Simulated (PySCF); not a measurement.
## Atomic charges against the basis set

C3H6O.
Numbering: `[CH2:1]=[CH:2][CH2:3][OH:4]` (hydrogens: H5, H6 on C1; H7 on C2; H8, H9 on C3; H10 on O4)

Geometry (PBE0-D3(BJ)/def2-SVP, Å), atoms numbered from 1 in this order:
```xyz
10
C3H6O angstrom
C      1.5692    0.1742    0.0859
C      0.4176   -0.4970    0.1238
C     -0.8735   -0.0137   -0.4603
O     -1.9187   -0.0194    0.4771
H      1.6408    1.1526   -0.4020
H      2.4845   -0.2265    0.5298
H      0.3646   -1.4711    0.6265
H     -1.1897   -0.6928   -1.2705
H     -0.7248    0.9834   -0.9229
H     -1.6454    0.5337    1.2168
```

PBE0 throughout (PySCF), one geometry, spherical d and f functions. The structure is a single PBE0-D3(BJ)/def2-SVP conformer in the gas phase; no vibrational or solvent corrections. The first 7 of 9 kinds of atom are listed.

Mulliken charges (e):

| basis | functions | C1 | C2 | C3 | O4 | H5 | H6 | H7 |
| --- | --- | --- | --- | --- | --- | --- | --- | --- |
| STO-3G | 26 | -0.172 | -0.094 | -0.058 | -0.282 | +0.079 | +0.083 | +0.082 |
| 6-31G | 48 | -0.353 | -0.125 | -0.135 | -0.609 | +0.159 | +0.166 | +0.176 |
| pcSseg-0 | 48 | -0.404 | -0.308 | -0.140 | -0.670 | +0.218 | +0.227 | +0.241 |
| 6-31G* | 68 | -0.392 | -0.126 | -0.108 | -0.642 | +0.169 | +0.176 | +0.174 |
| def2-SVP | 86 | -0.077 | -0.187 | +0.224 | -0.340 | +0.048 | +0.057 | +0.047 |
| cc-pVDZ | 86 | -0.029 | -0.174 | +0.156 | -0.278 | +0.038 | +0.048 | +0.023 |
| 6-311+G(2d,p) | 144 | -0.333 | +0.072 | -0.219 | -0.388 | +0.114 | +0.123 | +0.115 |
| aug-cc-pVDZ | 146 | +0.439 | +0.844 | +0.829 | -0.488 | -0.409 | -0.364 | -0.500 |
| def2-TZVP | 160 | -0.269 | -0.190 | +0.021 | -0.439 | +0.126 | +0.132 | +0.120 |
| IGLO-III | 200 | -0.246 | -0.089 | -0.073 | -0.428 | +0.095 | +0.114 | +0.117 |
| cc-pVTZ | 204 | -0.277 | -0.151 | +0.058 | -0.326 | +0.115 | +0.126 | +0.126 |

IAO charges (e):

```csv
basis,functions,C1,C2,C3,O4,H5,H6,H7
STO-3G,26,-0.265,-0.163,-0.141,-0.332,+0.129,+0.136,+0.135
6-31G,48,-0.314,-0.160,-0.086,-0.526,+0.146,+0.157,+0.151
pcSseg-0,48,-0.299,-0.166,-0.083,-0.503,+0.140,+0.152,+0.149
6-31G*,68,-0.304,-0.154,-0.049,-0.533,+0.140,+0.150,+0.143
def2-SVP,86,-0.301,-0.150,-0.045,-0.530,+0.137,+0.147,+0.141
cc-pVDZ,86,-0.310,-0.153,-0.048,-0.533,+0.141,+0.151,+0.144
"6-311+G(2d,p)",144,-0.321,-0.157,-0.052,-0.562,+0.146,+0.157,+0.150
aug-cc-pVDZ,146,-0.321,-0.156,-0.051,-0.562,+0.146,+0.157,+0.150
def2-TZVP,160,-0.321,-0.156,-0.050,-0.558,+0.146,+0.156,+0.149
IGLO-III,200,-0.322,-0.157,-0.052,-0.563,+0.147,+0.157,+0.150
cc-pVTZ,204,-0.321,-0.156,-0.051,-0.555,+0.146,+0.156,+0.149
```

Problem. Which scheme is steadiest as the basis changes?

Solution. Largest range over the bases for any column: IAO 0.23 e, Mulliken 1.15 e. IAO charges move least and Mulliken charges most, counted in e. Without the minimal STO-3G basis the ranges are IAO 0.06, Mulliken 1.15 e.

Problem. How much do the charges still move between the two largest bases, IGLO-III and cc-pVTZ?

Solution. At most, over all atoms: Mulliken 0.131 e, IAO 0.007 e.

Problem. What do the same runs give for the total energy, the frontier levels and the dipole moment?

Solution. 
```csv
basis,energy (Eh),HOMO (eV),LUMO (eV),μ (D)
STO-3G,-190.4192,-4.26,3.32,1.23
6-31G,-192.8262,-7.42,0.30,1.93
pcSseg-0,-192.4315,-7.50,0.06,1.96
6-31G*,-192.8774,-7.35,0.42,1.54
def2-SVP,-192.7462,-7.51,0.13,1.46
cc-pVDZ,-192.8987,-7.43,0.22,1.35
"6-311+G(2d,p)",-192.9509,-7.70,-0.24,1.56
aug-cc-pVDZ,-192.9179,-7.68,-0.27,1.49
def2-TZVP,-192.9656,-7.66,-0.10,1.48
IGLO-III,-192.9722,-7.69,-0.19,1.49
cc-pVTZ,-192.9605,-7.61,-0.01,1.41
```

The dipole is fixed by the density alone, so its range of 0.73 D shows that the density itself changes with the basis, not only its division among atoms.
